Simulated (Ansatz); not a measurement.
in.yaml

```yaml
crystal:
  periodic: [false, false, false]
  atoms:
    - {symbol: Br, position_ang: [-2.195270, 0.251057, 0.000000]}
    - {symbol: H, position_ang: [-0.051270, 0.251057, 0.000000]}
    - {symbol: N, position_ang: [0.988730, 0.251057, 0.000000]}
    - {symbol: H, position_ang: [1.257811, -0.753170, 0.000000]}
basis:
  gaussian: {orbitals: cc-pVDZ, point_charges: [{charge: 0.50, position_ang: [4.657, 0.706, -0.350]}]}
magnetization: {spin_polarized: false, initial_magnetization: 2}
hamiltonian: {xc: {name: PBE0}}
correlation: {method: ccsdt, electrons: outside_noble_gas}
```

```sh
$ ansatz run in.yaml --threads 1 --pin off --events-out ev --progress --plain --max-ram 2393MiB
```

Output:

```
939 factors; integrals over basis functions are off by at most 2.5e-7 eV
mean field evaluation 1: about -71535.5546 eV, gradient 7.0e1 eV
mean field evaluation 2: about -71535.6284 eV, gradient 6.9e1 eV
mean field evaluation 4: about -71551.9605 eV, gradient 2.5e1 eV
mean field evaluation 8: about -71554.8389 eV, gradient 1.6e0 eV
mean field evaluation 16: about -71552.4165 eV, gradient 2.1e1 eV
mean field evaluation 32: about -71554.8998 eV, gradient 2.9e0 eV
mean field evaluation 64: about -71554.9831 eV, gradient 5.1e-2 eV
mean field -71554.98548338 eV, -2629.5972148030 hartree, gradient 6.7e-6 eV, S^2 2.000000; 4 other end points of the search recorded, 0 dependent functions left out
mean field evaluation 96: about -71507.5540 eV, gradient 1.3e1 eV
mean field evaluation 128: about -71509.5709 eV, gradient 9.4e-2 eV
mean field evaluation 160: about -71509.5466 eV, gradient 4.9e-2 eV
...
cycle  27  -8.15749622 eV  change   -2.0e-6 eV  update   9.2e-6
cycle  28  -8.15750147 eV  change   -5.3e-6 eV  update   7.0e-6
cycle  29  -8.15750386 eV  change   -2.4e-6 eV  update   5.3e-6
cycle  30  -8.15750457 eV  change   -7.0e-7 eV  update   4.6e-6
cycle  31  -8.15750549 eV  change   -9.2e-7 eV  update   3.9e-6
cycle  32  -8.15750560 eV  change   -1.1e-7 eV  update   3.3e-6
cycle  33  -8.15750711 eV  change   -1.5e-6 eV  update   2.6e-6
cycle  34  -8.15750842 eV  change   -1.3e-6 eV  update   2.1e-6
cycle  35  -8.15750927 eV  change   -8.5e-7 eV  update   2.0e-6
cycle  36  -8.15750952 eV  change   -2.6e-7 eV  update   1.7e-6
Total energy: -71517.07085858 eV, -2628.2038780412 hartree
```

Ran on 1 thread of Arm Neoverse V1, shared host: 86 s wall, 0.36 GiB peak host memory.
